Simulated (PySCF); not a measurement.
# Mayer bond orders and bond lengths

Compound: C2H5O3S (charge -1).
SMILES with atom numbers: `[CH3:1][CH2:2][S:3](=[O:4])(=[O:5])[O-:6]` (hydrogens: H7, H8, H9 on C1; H10, H11 on C2)

Cartesian coordinates in Å at the GFN2-xTB level; atoms count from 1:
```xyz
11
C2H5O3S angstrom
C     -1.2715   -0.2907    0.3556
C     -0.1898    0.7418    0.1949
S      1.3585   -0.2203   -0.0527
O      1.1181   -1.0038   -1.2646
O      2.4098    0.7872   -0.2032
O      1.4899   -1.0298    1.1588
H     -1.0098   -0.9253    1.1996
H     -1.2808   -0.9122   -0.5372
H     -2.2646    0.1399    0.5133
H     -0.0401    1.3518    1.0802
H     -0.3143    1.3640   -0.6858
```

Bond orders from the PBE0/pcSseg-1 density (PySCF). Isolated species at its GFN2-xTB geometry, gas phase. The pcSseg-1 basis has no diffuse functions, a weakness for an anion.

**Question.** Where do the orders between heavy atoms depart from those drawn in the SMILES?

**Answer.** The largest departure is 0.626, at S3–O6 (drawn single, 1.626). Drawn single, order above 1.12: S3–O6 (1.626). Drawn single, order below 0.88: C2–S3 (0.871). Drawn double or triple, more than 0.30 short of the drawn order: S3–O4 (1.626) and S3–O5 (1.659). The SMILES, with its formal charges, is one Lewis structure only.

**Question.** Set the Mayer orders of the bonds beside their lengths.

**Answer.** 
```json
{"bond": "C1–C2", "drawn as": "single", "length (Å)": "1.504", "Mayer order": "1.031"}
{"bond": "C2–S3", "drawn as": "single", "length (Å)": "1.840", "Mayer order": "0.871"}
{"bond": "S3–O4", "drawn as": "double", "length (Å)": "1.463", "Mayer order": "1.626"}
{"bond": "S3–O5", "drawn as": "double", "length (Å)": "1.464", "Mayer order": "1.659"}
{"bond": "S3–O6", "drawn as": "single", "length (Å)": "1.463", "Mayer order": "1.626"}
{"bond": "C1–H7", "drawn as": "single", "length (Å)": "1.088", "Mayer order": "0.958"}
{"bond": "C1–H8", "drawn as": "single", "length (Å)": "1.088", "Mayer order": "0.958"}
{"bond": "C1–H9", "drawn as": "single", "length (Å)": "1.094", "Mayer order": "0.964"}
{"bond": "C2–H10", "drawn as": "single", "length (Å)": "1.085", "Mayer order": "0.947"}
{"bond": "C2–H11", "drawn as": "single", "length (Å)": "1.085", "Mayer order": "0.947"}
```

Bonds between the same two heavy elements. O–S: lowest S3–O4 and S3–O6 (1.626, 1.463 Å), highest S3–O5 (1.659, 1.464 Å). Bonds named together lie within 0.004.

**Question.** Sum the orders of all bonds at each heavy atom with more than one neighbour and set the sums beside the valence in the SMILES.

**Answer.** C1 3.911 (drawn 4), C2 3.796 (drawn 4), S3 5.782 (drawn 6). Orders between atoms that aren't bonded are not in these sums.

For a closed shell the Mayer order of atoms A and B is Σ (PS)μν (PS)νμ over the basis functions μ on A and ν on B, with P the density and S the overlap matrix.
